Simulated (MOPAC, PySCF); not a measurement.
C$_{2}$H$_{6}$O, SMILES `COC`, neutral singlet in the gas phase. 

Cartesian coordinates (Å):
SMILES: COC
```xyz
9

C      1.0742     0.2928    -0.3297
O     -0.1722     0.8118     0.0375
C     -1.0944    -0.1977     0.3341
H      1.0004    -0.3392    -1.2266
H      1.7339     1.1339    -0.5440
H      1.5153    -0.3087     0.4783
H     -1.2691    -0.8525    -0.5319
H     -2.0341     0.2816     0.6094
H     -0.7541    -0.8220     1.1730
```
Charge 0, spin multiplicity 1.

All levels are single points at this geometry (PBE0-D3(BJ)/def2-TZVP); Pople sets use spherical d functions. Orbital energies aren't observables, and empty levels follow the basis.

```tsv
level	HOMO (eV)	LUMO (eV)	gap (eV)	dipole (D)	vertical IE, Delta-SCF (eV)
PBE-D3(BJ)/def2-TZVP in PySCF	-5.82	0.57	6.39	1.11	9.72
ωB97X-D3(BJ)/def2-TZVP in PySCF	-9.97	3.23	13.20	1.26	10.09
B3LYP/3-21G in PySCF	-6.51	3.06	9.56	1.39	–
B3LYP/6-311+G** in PySCF	-7.23	0.17	7.40	1.41	–
B3LYP/6-31G* in PySCF	-6.84	2.54	9.38	1.24	9.79
BP86/6-31G* in PySCF	-5.56	1.80	7.35	1.15	–
PBE/6-31G* in PySCF	-5.43	1.87	7.30	1.14	9.54
SVWN5/6-31G* in PySCF	-5.49	1.60	7.09	1.18	9.67
HF/6-31G* in PySCF	-11.40	6.38	17.78	1.51	8.88
AM1 in MOPAC	-10.63	3.24	13.87	1.42	–
PM3 in MOPAC	-10.68	3.14	13.82	1.26	–
PM6 in MOPAC	-9.73	2.45	12.17	1.91	–
PM7 in MOPAC	-9.91	2.52	12.43	1.75	–
```
